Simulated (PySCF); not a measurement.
**Which functional comes closest?**

Molecule: `CP(C)(C)=S`, C3H9PS.

Atom-mapped SMILES (the numbers label the heavy atoms): `[CH3:1][P:2]([CH3:3])([CH3:4])=[S:5]`. Hydrogens are named by the atom that carries them.

Geometry PBE0-D3(BJ)/def2-SVP throughout; GIAO in PySCF 2.14, gas phase, one conformer, non-relativistic; equivalent atoms averaged; basis pcSseg-1.

Reference values (measured; solution, CHCl3; Yu. Yu. Rusakov, I. L. Rusakova, Phys. Chem. Chem. Phys. 2023, supporting information (pecS-n basis sets for 31P)): δ(P2) = 30.6 ppm vs 85 % H3PO4. Computed shifts are taken against H3PO4, calculated as an isolated molecule at each level.

Task: How do the functionals HF, LDA, PBE, BLYP, BP86, OPBE, KT2, KT3, B97-D, B3LYP, PBE0, mPW1PW91 perform against the reference? Times are CPU seconds on 1 thread of an Arm Neoverse V1, shared host; the GGAs took longer than the global hybrids here, which isn't the general rule, and the cause wasn't traced.

Result: 
```csv
functional,kind,P2,abs. error P,core-s
HF,Hartree–Fock,13.7,16.9,6.2
LDA,LDA,0.7,29.9,15
PBE,GGA,3.9,26.7,19
BLYP,GGA,14.3,16.3,19
BP86,GGA,6.4,24.2,19
OPBE,GGA,-0.7,31.3,19
KT2,GGA,0.0,30.6,19
KT3,GGA,5.4,25.2,19
B97-D,GGA,12.8,17.8,19
B3LYP,global hybrid,13.3,17.3,11
PBE0,global hybrid,3.2,27.4,11
mPW1PW91,global hybrid,4.6,26.0,12
```

For $^{31}$P the closest is BLYP (16.3 ppm) and the furthest OPBE (31.3 ppm). One molecule is a small sample, and vibrational and solvent effects are absent from the calculation.
